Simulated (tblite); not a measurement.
C4H3Cl2 (doublet state).
Bonds: C1–C2, C2–C3 (triple), C3–C4, C4–Cl5, C4–Cl6. Hydrogens: H7, H8 on C1; H9 on C4.
Bond orders are those of one Lewis drawing.

Computed with GFN2-xTB (tblite), gas phase: L-BFGS steps from a force-field or distance-geometry start until the largest atomic force falls under 0.01 eV/Å.

Step 11: E = -518.6471 eV
```
atom  x, y, z in Å  |  force x, y, z in eV/Å
C1      2.2643    0.0604   -0.1759   -0.042   0.015  -0.020
C2      0.9343    0.0239   -0.3815    0.000  -0.046   0.066
C3     -0.2735   -0.0327   -0.5941   -0.069  -0.068   0.004
C4     -1.6936   -0.0889   -0.6648    0.100   0.082  -0.051
Cl5    -2.3907    1.5572   -0.4635   -0.015  -0.085  -0.035
Cl6    -2.3528   -1.1609    0.6532    0.037   0.021  -0.023
H7      2.7221    0.9523    0.2198    0.002  -0.102  -0.042
H8      2.8777   -0.8017   -0.3830   -0.050   0.117   0.012
H9     -2.0743   -0.5037   -1.6043    0.035   0.065   0.089
```

Step 12: E = -518.6489 eV
```
atom  x, y, z in Å  |  force x, y, z in eV/Å
C1      2.2615    0.0595   -0.1741   -0.001   0.014  -0.014
C2      0.9320    0.0199   -0.3717   -0.016  -0.030   0.029
C3     -0.2742   -0.0321   -0.5932    0.007  -0.071  -0.008
C4     -1.6900   -0.0876   -0.6684   -0.028   0.088   0.017
Cl5    -2.3905    1.5570   -0.4658   -0.014  -0.077  -0.032
Cl6    -2.3483   -1.1613    0.6529    0.029   0.023  -0.027
H7      2.7220    0.9506    0.2159    0.011  -0.051  -0.013
H8      2.8771   -0.7980   -0.3859   -0.030   0.063   0.004
H9     -2.0761   -0.5019   -1.6039    0.042   0.041   0.044
```

**Question.** Estimate the geometry and energy of step 13. (The exact step hangs on the optimiser's Hessian estimate; all steps are aligned on step 12, rigid shifts and turns removed.)

**Answer.** E = -518.6497 eV, largest force 0.095 eV/Å
```
atom  x, y, z in Å  |  force x, y, z in eV/Å
C1      2.2598    0.0591   -0.1728    0.006   0.012  -0.017
C2      0.9308    0.0177   -0.3673   -0.018  -0.017   0.017
C3     -0.2744   -0.0334   -0.5932    0.033  -0.054  -0.007
C4     -1.6886   -0.0853   -0.6695   -0.065   0.055   0.041
Cl5    -2.3908    1.5557   -0.4674   -0.020  -0.040  -0.024
Cl6    -2.3459   -1.1612    0.6522    0.020   0.018  -0.016
H7      2.7222    0.9491    0.2138    0.018  -0.006   0.009
H8      2.8762   -0.7953   -0.3873   -0.005   0.011  -0.006
H9     -2.0758   -0.5004   -1.6025    0.032   0.022   0.002
```

The energy changes by -0.0008 eV. The first-order estimate −F·Δx gives -0.0011 eV and the mean of the old and new forces, exact on a quadratic surface, -0.0007 eV. The step makes an angle of 49° with the force vector and moves no atom by more than 0.005 Å.

The cost below is that of the whole relaxation. Time: 0.47 s of wall time. Hardware: one thread, Intel Xeon at 2.70 GHz (x86_64), shared host.
